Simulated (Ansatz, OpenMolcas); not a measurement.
BPH4 (SMILES BP): the vertical energy of the triplet above the singlet, rung by rung

BPH4 has 6 atoms, charge 0, and is taken as a singlet. As SMILES, `BP`. The shape is that of a GFN2-xTB optimisation.

Each level gives the vertical energy of the triplet above the singlet (eV). The values are calculated.

```tsv
level	kind	program	value (eV)	less FCI/STO-3G
M06-2X/STO-3G	hybrid meta-GGA	OpenMolcas	4.83	+0.17
r2SCAN0/STO-3G	hybrid meta-GGA	Ansatz	4.50	-0.16
wB97X/STO-3G	range-separated hybrid	Ansatz	4.81	+0.15
RPA@PBE/STO-3G	RPA	Ansatz	4.85	+0.19
MP2/STO-3G	perturbation theory	Ansatz	4.64	-0.02
CASPT2(2,2)/STO-3G	multireference	OpenMolcas	4.73	+0.07
MRCI(2,2)/STO-3G	multireference	OpenMolcas	4.67	+0.01
FCI/STO-3G	exact in the basis	Ansatz	4.66	0.00
```

FCI/STO-3G is exact within its basis and frozen core, so for wave-function methods in that basis the difference is their error; functionals converge differently with the basis, so for them it is only a difference. The values span 4.50 to 4.85 eV. All rows use very small basis sets, so none should be taken for the real molecule's value.
